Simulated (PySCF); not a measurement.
Löwdin shares of the frontier orbitals

Species: C5H11F.
Numbering: `[CH3:1][CH2:2][C@@H:3]([CH3:4])[CH2:5][F:6]` (hydrogens: H7, H8, H9 on C1; H10, H11 on C2; H12 on C3; H13, H14, H15 on C4; H16, H17 on C5)

Structure used (GFN2-xTB), in Å, numbered top down from 1:
```
atom  x, y, z in Å
C1     1.973   -0.598   -0.194
C2     0.930    0.249    0.523
C3    -0.438    0.240   -0.169
C4    -1.133   -1.115   -0.069
C5    -1.341    1.307    0.447
F6    -0.830    2.565    0.235
H7     2.939   -0.491    0.293
H8     2.076   -0.281   -1.230
H9     1.704   -1.651   -0.181
H10    0.814   -0.107    1.550
H11    1.284    1.281    0.566
H12   -0.295    0.494   -1.225
H13   -1.264   -1.398    0.974
H14   -2.113   -1.077   -0.541
H15   -0.550   -1.884   -0.566
H16   -2.338    1.297   -0.007
H17   -1.425    1.180    1.532
```

Theory: PySCF 2.14.0, density-fitted response routines, TDDFT CAM-B3LYP/def2-SVPD, vertical, gas phase, core orbitals frozen in the response.

Kohn–Sham orbitals with the atoms that hold most of them (Löwdin shares over 4%, at most four atoms; ? is withheld):

| orbital | ε (eV) | atoms |
| --- | --- | --- |
| LUMO+2 | 2.02 | C4 11%, F6 11%, H11 10%, C2 9% |
| LUMO+1 | 1.83 | C5 18%, C1 14%, H17 11%, H16 9% |
| LUMO | 1.38 | ? |
| HOMO | -10.36 | C3 20%, C5 17%, C2 15%, F6 15% |
| HOMO-1 | -10.51 | ? |
| HOMO-2 | -10.82 | C2 22%, C3 16%, H10 12%, C1 10% |
| HOMO-3 | -11.30 | F6 31%, C5 15%, C2 10%, C1 9% |

Give the leading atoms of the LUMO.

C4 (bonded to C and 3 H) 20%; C1 (bonded to C and 3 H) 12%; H14 (bonded to C) 8%; H13 (bonded to C) 7%. By element: carbon 32% or more, hydrogen 15% or more.

Give the leading atoms of the HOMO-1.

C3 (bonded to 3 C and H) 17%; C2 (bonded to 2 C and 2 H) 14%; F6 (bonded to C) 13%; C5 (bonded to C, F and 2 H) 12%. By element: carbon 43% or more, fluorine 13%.

The HOMO–LUMO gap is 11.74 eV. Where does the response calculation put the lowest singlet, and from which orbitals?

S1 is at 8.90 eV (f = 0.014), 2.84 eV below the gap, made of HOMO→LUMO (81%). Without the coupling terms of the response equations the lowest excitation would equal the gap.

One configuration dominates each of S1 and S2. Which, and how do the shares of the two leading atoms of either orbital change from the occupied to the empty one?

- S1 (8.90 eV, f 0.014), HOMO→LUMO (81%): C3 20% → at most 8%, C5 17% → at most 8%, C4 at most 15% → 20%, C1 at most 15% → 12%
- S2 (9.00 eV, f 0.0062), HOMO-1→LUMO (80%): C3 17% → at most 8%, C2 14% → at most 8%, C4 at most 12% → 20%, C1 at most 12% → 12%

One conformer stands for the species.
